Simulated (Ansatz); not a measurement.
# CHAlN (doublet): wave-function methods side by side at a displaced geometry (v2), cc-pVDZ

One table from this session's results is given with a row withheld; the runs are named, their logs left out.

Program: Ansatz 0.2.0, Gaussian basis. Level of theory: cc-pVDZ, core rule «outside noble gas», up to 7 orbitals frozen. These are calculated values, not measurements.

The runs, in order: UHF; CCSD(T) on ROHF; CCSD(T) on UHF; BCCD(T) on ROHF; CISD as a restricted active space (open shells left free, so some higher excitations enter); CCSDT(Q) on ROHF; CCSDT(Q) on UHF; CASSCF and MRCISD+Q, 9 electrons in 9 orbitals; CASSCF and NEVPT2, 9 electrons in 9 orbitals.

17 further runs of the same task are left out: 3 that didn't finish, 14 set aside as unsound or not needed. Runs told in other sessions of the task aren't counted.

## The geometry

The geometry is a PBE0/def2-TZVP stationary point (not a proven minimum) with its atoms shifted at random (size 0.100 Å).

4 atoms, charge 0, spin multiplicity 2.

Atoms are counted from 1 here; the program's logs count them from 0.

Bond lengths: Al1–C2 1.997 Å, C2–N3 1.223 Å, N3–H4 0.973 Å. Angles: Al1–C2–N3 167.8°, C2–N3–H4 124.4°.

Set-up of the first run:

in.yaml

```yaml
crystal:
  periodic: [false, false, false]
  atoms:
    - {symbol: Al, position_ang: [0.064558, -0.107070, 2.259997]}
    - {symbol: C, position_ang: [-0.100206, -0.085582, 0.270195]}
    - {symbol: N, position_ang: [-0.023716, -0.260716, -0.937476]}
    - {symbol: H, position_ang: [0.059364, 0.453368, -1.592716]}
basis:
  gaussian: {orbitals: cc-pVDZ}
magnetization: {spin_polarized: true, initial_magnetization: 1}
hamiltonian: {xc: hf}
output: {orbitals: {seedname: orbitals}}
```

Command:

```bash
ansatz run in.yaml --threads 1 --pin off --events-out ev --progress --plain --max-ram 2393MiB
```

Among the steps run: UHF; CCSD(T) on ROHF; CCSD(T) on UHF; BCCD(T) on ROHF; CISD as a restricted active space (open shells left free, so some higher excitations enter); CCSDT(Q) on ROHF; CCSDT(Q) on UHF; CASSCF and MRCISD+Q, 9 electrons in 9 orbitals; CASSCF and NEVPT2, 9 electrons in 9 orbitals.

One table of the session follows, with a row left open; its other results are not shown here.

```
           method  from UCCSDT(Q) (meV)
             ROHF               +9931.9
              UHF               +9837.5
             RMP2                     ?
             UMP2               +1308.2
             CISD               +1492.2
            RCCSD                +463.6
            UCCSD                +460.6
         RCCSD(T)                 +67.7
         UCCSD(T)                 +71.3
          BCCD(T)                 +66.1
           RCCSDT                 +38.9
           UCCSDT                 +38.4
        RCCSDT(Q)                  +4.3
        UCCSDT(Q)                     0
  CASSCF frontier               +6453.1
  MRCISD frontier                +717.0
MRCISD+Q frontier                +108.3
```

Estimate the missing values for RMP2.

The run gave: from UCCSDT(Q) (meV): +1200.9. In the column «from UCCSDT(Q) (meV)» it lies between MRCISD frontier (+717.0) and UMP2 (+1308.2).

Not comparable, so not listed: CASSCF and NEVPT2, 9 electrons in 9 orbitals (they don't share determinant, frozen orbitals or solution with the rows shown, or repeat one).

Caveats from the session: Restricted and unrestricted rows rest on different reference determinants; a gap between their highest levels can come from leftover correlation error, from unlike frozen cores or from another state. Warnings in the runs' records: passed over end.
